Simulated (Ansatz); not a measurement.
Results of r²SCAN+rVV10 (Ansatz, a quantum-chemistry and plane-wave program, PAW) for 2H WSe2.

Problem. Estimate the interlayer binding energy, layer repeat distance and gap between the layers that the calculation returns.

Solution. 
interlayer binding energy: 23.0 meV/Å²
layer repeat distance: 6.574 Å
gap between the layers: 3.243 Å

Spin–orbit coupling is not included.

Static lattice: no zero-point or thermal effects.
